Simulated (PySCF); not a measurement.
HS, SMILES [SH] (connectivity only; charge and spin as stated), charge -1, multiplicity 1.

The structure is a stationary point at PBE-D3(BJ)/def2-TZVPD. The spin state was assumed, not searched.

Calculation: PBE-D3(BJ)/def2-TZVPD run with PySCF 2.14.0.

Frequencies are harmonic and unscaled.

```csv
mode,ν (cm⁻¹),IR (km/mol),moving atoms (share of kinetic energy)
1,2581,62.4,H 97 %
```
